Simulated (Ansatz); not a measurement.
**GeCO, triplet: reading a ladder of total energies**

Geometry: a PBE0/def2-TZVP stationary point for this spin, not checked as a minimum.

| atom | x (Å) | y (Å) | z (Å) |
| --- | --- | --- | --- |
| Ge | 0.0000 | 0.0000 | 1.6649 |
| C | 0.0000 | 0.0000 | -0.2581 |
| O | 0.0000 | 0.0000 | -1.4068 |

Basis cc-pVDZ; Ansatz 0.2.0. Correlated methods freeze the noble-gas cores and the filled d shells of p-block atoms, which leaves 14 electrons in 39 orbitals. Prefix R: restricted or restricted open-shell reference; prefix U: unrestricted. No spin–orbit coupling is included, and no scalar relativity.

Full CI isn't at hand for all of this; UCCSDT(Q) serves as the reference, and is uncertain by the last step of the cluster series or more.

UCCSD has a T1 diagnostic of 0.024 and a largest doubles amplitude of 0.07.

Runs differ by some tens of microhartree through their thresholds and, for an open shell, their frozen cores, so steps under 0.03 kcal/mol mean nothing.

Here the R and U totals at CCSDT(Q) differ by 0.23 kcal/mol, a measure of how far such totals hang on the determinant and its frozen core.

| level | total energy (hartree) |
| --- | --- |
| UHF | -2188.043990 |
| UMP2 | -2188.395029 |
| UCCSD | -2188.411643 |
| UCCSD(T) | -2188.426969 |
| UCCSDT | -2188.428148 |
| UCCSDT(Q) | -2188.429793 |

Task: What is the correlation energy at UCCSDT(Q), and what share of it do UMP2 and UCCSD recover?

Result: E(corr) = -2188.429793 − (-2188.043990) = -0.385803 hartree = -10.498 eV. UMP2: -0.351039 / -0.385803 = 90.99 %. UCCSD: -0.367653 / -0.385803 = 95.30 %.

Task: By how many kcal/mol does UCCSD(T) miss UCCSDT(Q) (1 hartree = 627.509 kcal/mol), and which steps make up the rest?

Result: -2188.426969 − (-2188.429793) = 0.002824 hartree = 1.77 kcal/mol. Steps: UCCSDT − UCCSD(T) = -0.74, UCCSDT(Q) − UCCSDT = -1.03 kcal/mol. Differences between like states or geometries often cancel part of this.
